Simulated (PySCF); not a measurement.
# SO₂F₂: a look at the electrons

For SO₂F₂, the scripts below see where an electron leaves and enters, pull one bond apart with RHF, UHF and CASSCF, measure its response to a uniform field and localise its valence orbitals.

Method: levels as typed in each script, gas phase, geometry from GFN2-xTB; program: PySCF 2.14.0.

## Step 1: Starting geometry

SMILES `O=S(=O)(F)F`, 5 atoms, charge 0, spin multiplicity 1.

Bond lengths: O1–S2 1.400 Å, S2–O3 1.400 Å, S2–F4 1.598 Å, S2–F5 1.598 Å. Angles: O1–S2–O3 124.9°, O1–S2–F4 108.5°, O1–S2–F5 108.5°, O3–S2–F4 108.5°, O3–S2–F5 108.6°, F4–S2–F5 93.2°.

Geometry (Å):

```csv
atom,x (Å),y (Å),z (Å)
O1,0.8356,-1.2406,-0.0468
S2,0.1881,0.0000,0.0000
O3,0.8357,1.2405,0.0468
F4,-0.9100,0.0445,-1.1604
F5,-0.9100,-0.0444,1.1605
```

## Step 2: Removing and adding an electron (PBE0/6-311+g**)

Contents of input.py:

```python
import numpy as np
from pyscf import gto, scf, dft
from pyscf.scf import atom_ks, atom_hf
from scipy.linalg import block_diag

def solve(mol, dm0=None, hcore=None):
    mf = (dft.UKS if mol.spin else dft.RKS)(mol, xc='pbe0')
    mf.grids.level = 3
    mf = mf.density_fit(auxbasis='def2-universal-jkfit')
    mf.conv_tol, mf.max_cycle = 1e-8, 80
    if hcore is not None:
        mf.get_hcore = lambda *args: hcore
    mf.kernel(dm0)
    if not mf.converged:
        mf = mf.newton().run(mf.mo_coeff, mf.mo_occ, max_cycle=30)
    assert mf.converged, 'SCF not converged'
    return mf

mol = gto.M(atom='''
O      0.83562    -1.24062    -0.04677
S      0.18813     0.00001     0.00000
O      0.83572     1.24054     0.04676
F     -0.91004     0.04446    -1.16045
F     -0.91003    -0.04441     1.16046
''', basis='6-311+g**', charge=0, spin=0, verbose=4)
mf = solve(mol)
out = dict(e0=mf.e_tot, dm0=mf.make_rdm1(), c=mf.mo_coeff, occ=mf.mo_occ, eps=mf.mo_energy)
for name, dq, spin in [('cation', 1, 1), ('anion', -1, 1)]:
    ion = mol.copy().set(charge=mol.charge + dq, spin=spin).build()
    mi = solve(ion)
    if spin and dq > 0 and mol.nao < 130:
        c, _, stable, _ = mi.stability(return_status=True)
        if not stable:
            mi = solve(ion, mi.make_rdm1(c, mi.mo_occ))
    print(name, 'vertical energy change / eV', (mi.e_tot - mf.e_tot) * 27.211386)
    out.update({'e_' + name: mi.e_tot, 'dm_' + name: mi.make_rdm1(), 's2_' + name: mi.spin_square()[0], 'eps_' + name: mi.mo_energy, 'occ_' + name: mi.mo_occ})
# spherically averaged free atoms, for the promolecule
atm = atom_ks.get_atm_nrks(mol, xc='pbe0')
pro = block_diag(*[(atm[a[0]][2] * atm[a[0]][3]) @ atm[a[0]][2].T for a in mol._atom])
np.savez('result.npz', pro=pro, **out)
```

On the command line:

```sh
$ OMP_NUM_THREADS=1 python input.py
```

## Step 4: Stretching a bond (def2-svp)

Contents of input.py:

```python
import numpy as np
from pyscf import gto, scf, mcscf

mol = gto.M(atom='''
O      0.83562    -1.24062    -0.04677
S      0.18813     0.00001     0.00000
O      0.83572     1.24054     0.04676
F     -0.91004     0.04446    -1.16045
F     -0.91003    -0.04441     1.16046
''', basis='def2-svp', charge=0, spin=0, verbose=4)
# stretch the bond between atoms 2 and 5, from long to short, fragments rigid
a, b, move = 1, 4, [4]
xyz = mol.atom_coords(unit='Angstrom')
u = xyz[b] - xyz[a]
r0 = np.linalg.norm(u)
rows, last, dm_u = [], None, None
for r in [4.54, 3.56, 2.92, 2.51, 2.19, 1.94, 1.78, 1.62, 1.49]:
    new = xyz.copy()
    new[move] += u / r0 * (r - r0)
    m = mol.set_geom_(new, unit='Angstrom', inplace=False)
    rhf = scf.RHF(m).density_fit(auxbasis='def2-universal-jkfit').run()
    uhf = scf.UHF(m).density_fit(auxbasis='def2-universal-jkfit').newton()
    if dm_u is None:
        c = rhf.mo_coeff
        h = m.nelectron // 2 - 1
        ca, cb = c.copy(), c.copy()
        ca[:, h], cb[:, h] = (c[:, h] + c[:, h + 1]) / 2**.5, (c[:, h] - c[:, h + 1]) / 2**.5
        dm_u = np.array([x[:, :h + 1] @ x[:, :h + 1].T for x in (ca, cb)])
    uhf.kernel(dm0=dm_u)
    for _ in range(3):
        c, _, stable, _ = uhf.stability(return_status=True)
        if stable:
            break
        uhf.kernel(c, uhf.mo_occ)
    dm_u = uhf.make_rdm1()
    mc = mcscf.CASSCF(rhf, 2, 2)
    mc.natorb = True
    mc.fix_spin_(ss=0)
    guess = mcscf.addons.make_natural_orbitals(uhf)[1] if last is None else mcscf.project_init_guess(mc, last.mo_coeff, last.mol)
    mc.kernel(guess)
    last = mc
    act = slice(mc.ncore, mc.ncore + mc.ncas)
    print('r %.3f  RHF %.6f  UHF %.6f  <S^2> %.3f  CASSCF %.6f  occupations' % (r, rhf.e_tot, uhf.e_tot, uhf.spin_square()[0], mc.e_tot), mc.mo_occ[act].round(4))
    rows.append((new, rhf.e_tot, uhf.e_tot, uhf.spin_square()[0], mc.e_tot, mc.mo_occ[act], mc.mo_coeff[:, act], dm_u[0] - dm_u[1], rhf.converged and uhf.converged and mc.converged))
    np.savez('result.npz', **{k: [row[i] for row in rows] for i, k in enumerate('xyz rhf uhf s2 cas occ c spin ok'.split())})
```

## Step 6: Response to an electric field (BP86/6-31+g*)

Contents of input.py:

```python
import numpy as np
from pyscf import gto, scf, dft
from pyscf.scf import atom_ks, atom_hf
from scipy.linalg import block_diag

def solve(mol, dm0=None, hcore=None):
    mf = (dft.UKS if mol.spin else dft.RKS)(mol, xc='bp86')
    mf.grids.level = 3
    mf = mf.density_fit(auxbasis='def2-universal-jkfit')
    mf.conv_tol, mf.max_cycle = 1e-8, 80
    if hcore is not None:
        mf.get_hcore = lambda *args: hcore
    mf.kernel(dm0)
    if not mf.converged:
        mf = mf.newton().run(mf.mo_coeff, mf.mo_occ, max_cycle=30)
    assert mf.converged, 'SCF not converged'
    return mf

mol = gto.M(atom='''
O      0.83562    -1.24062    -0.04677
S      0.18813     0.00001     0.00000
O      0.83572     1.24054     0.04676
F     -0.91004     0.04446    -1.16045
F     -0.91003    -0.04441     1.16046
''', basis='6-31+g*', charge=0, spin=0, verbose=4)
field = np.array([0.0, 0.008, 0.0])  # atomic units
mol.set_common_orig(mol.atom_charges() @ mol.atom_coords() / mol.atom_charges().sum())
mf = solve(mol)
out = dict(dm0=mf.make_rdm1(), d0=mf.dip_moment(unit='AU'), e0=mf.e_tot)
for name, sign in (('p', 1), ('m', -1)):
    h = mf.get_hcore() + sign * np.einsum('x,xij->ij', field, mol.intor('int1e_r'))
    mi = solve(mol, mf.make_rdm1(), h)
    out.update({'dm' + name: mi.make_rdm1(), 'd' + name: mi.dip_moment(unit='AU'), 'e' + name: mi.e_tot})
# spherically averaged free atoms, for the promolecule
atm = atom_ks.get_atm_nrks(mol, xc='bp86')
pro = block_diag(*[(atm[a[0]][2] * atm[a[0]][3]) @ atm[a[0]][2].T for a in mol._atom])
np.savez('result.npz', pro=pro, **out)
```

## Step 8: Localised orbitals (BLYP/def2-svpd)

Contents of input.py:

```python
import numpy as np
from pyscf import gto, scf, dft, lo
from pyscf.data.elements import chemcore

def solve(mol, dm0=None, hcore=None):
    mf = (dft.UKS if mol.spin else dft.RKS)(mol, xc='blyp')
    mf.grids.level = 3
    mf = mf.density_fit(auxbasis='def2-universal-jkfit')
    mf.conv_tol, mf.max_cycle = 1e-8, 80
    if hcore is not None:
        mf.get_hcore = lambda *args: hcore
    mf.kernel(dm0)
    if not mf.converged:
        mf = mf.newton().run(mf.mo_coeff, mf.mo_occ, max_cycle=30)
    assert mf.converged, 'SCF not converged'
    return mf

mol = gto.M(atom='''
O      0.83562    -1.24062    -0.04677
S      0.18813     0.00001     0.00000
O      0.83572     1.24054     0.04676
F     -0.91004     0.04446    -1.16045
F     -0.91003    -0.04441     1.16046
''', basis='def2-svpd', charge=0, spin=0, verbose=4)
mf = solve(mol)
occ_all = mf.mo_coeff[:, mf.mo_occ > 0]
occ = occ_all[:, chemcore(mol):]
loc = lo.ibo.ibo(mol, occ, iaos=lo.iao.iao(mol, occ_all))
fock, s = mf.get_fock(), mf.get_ovlp()
ortho = lo.orth_ao(mol, 'meta_lowdin')
ortho = lo.vec_lowdin(lo.iao.iao(mol, occ_all), s)
labels = lo.iao.reference_mol(mol).ao_labels(fmt=None)
vir = lo.vvo.livvo(mol, occ_all, mf.mo_coeff[:, mf.mo_occ == 0])
both = np.hstack([loc, vir])
p = (ortho.T @ s @ both) ** 2
pop = np.array([p[[l[0] == a for l in labels]].sum(0) for a in range(mol.natm)])
spd = np.array([[p[[l[0] == a and l[2][-1] == k for l in labels]].sum(0) for k in 'spd'] for a in range(mol.natm)])
eps = np.einsum('pi,pq,qi->i', both, fock, both)
for i in np.argsort(eps):
    top = np.argsort(-pop[:, i])[:3]
    print('%3d %s %9.4f Eh ' % (i + 1, 'occ' if i < loc.shape[1] else 'vir', eps[i]), '  '.join('%s%d %.3f' % (mol.atom_symbol(a), a + 1, pop[a, i]) for a in top))
np.savez('result.npz', c=both, nocc=loc.shape[1], pop=pop, spd=spd, eps=eps, e=mf.e_tot)
```

(Steps that only read results are left out.)

**Question.** What will these runs give? Wanted: vertical ionisation energy; polarisability along the field.

**Answer**, as computed:

| quantity | value |
| --- | --- |
| vertical ionisation energy (PBE0/6-311+g**) | 13.69 eV |
| polarisability along the field (BP86/6-31+g*) | 30.7 bohr³ |
| localised occupied orbitals above −45 eV (BLYP/def2-svpd) | 16 |

What this shows: The ionisation energy from two SCF runs, 13.69 eV, lies 2.6 eV above −ε(HOMO) = 11.06 eV of the same level, PBE0/6-311+g**, since self-interaction lifts this functional's HOMO. All values hold at the given geometry, in the gas phase.
